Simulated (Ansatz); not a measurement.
A structure relaxed at PBE0-D4/def2-TZVP, charge 0, multiplicity 1:

Cartesian coordinates in Å:
```
C 1.070 -0.909 -0.177
C -0.081 0.043 -0.134
C -1.445 -0.525 0.067
O -1.662 -1.655 0.406
C 0.078 1.444 0.284
O -0.087 1.119 -1.074
H 1.110 -1.489 0.747
H 2.006 -0.366 -0.305
H 0.951 -1.611 -1.004
H -2.262 0.202 -0.131
H -0.751 1.979 0.743
H 1.073 1.769 0.578
```

Question: Give its formula and SMILES.

Answer: C4H6O2, `CC1(C=O)CO1`.

Question: Summarise the bond lengths by kind.

Answer: 3 × C–C 1.471 to 1.494 Å; 6 × C–H 1.087 to 1.111 Å; 3 × C–O 1.199 to 1.429 Å.

Program: Ansatz 0.2.0.
